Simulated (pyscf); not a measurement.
`[AgH]` + `[FH]` → `[F][Ag]` + `[H][H]` (four-centre exchange; singlet surface; Ag–H, F–H broken, Ag–F, H–H formed). PySCF, gas phase, ωB97X-D3(BJ)/def2-SVP geometries. Energies in kcal/mol from the separated reactants.

| level | barrier | reaction energy |
|---|---|---|
| PBE/def2-TZVP | (withheld) | (withheld) |
| r²SCAN/def2-TZVP | 15.6 | +7.7 |
| B3LYP-D3(BJ)/def2-TZVP | 17.1 | +7.4 |
| M06-2X/def2-TZVP | (withheld) | +3.0 |
| ωB97M-D3(BJ)/def2-TZVP | 14.6 | +6.0 |
| HF/def2-TZVP | 17.6 | +1.1 |

What belongs in the gaps?


- PBE/def2-TZVP, barrier: 16.7
- PBE/def2-TZVP, reaction energy: +9.3
- M06-2X/def2-TZVP, barrier: 11.8

The functionals in the table span 5.4 kcal/mol in this barrier, from M06-2X to B3LYP-D3(BJ). On the reactant side the descent ends in a complex, 6.6 kcal/mol under the separated species and 19.1 kcal/mol under the saddle at ωB97X-D3(BJ)/def2-TZVP. The reactants may also form a dative adduct at AgH; it and routes through it were not searched. The products may also form a dative adduct at F–Ag; it and routes through it were not searched. At the saddle there is also a short Ag–H contact that neither side keeps. At ωB97X-D3(BJ)/def2-TZVP the barrier from the zero used here is 12.5 kcal/mol. This is the saddle that the search found; another between the same sides may lie lower. Elements past Kr carry the def2 core potentials, without spin-orbit coupling.
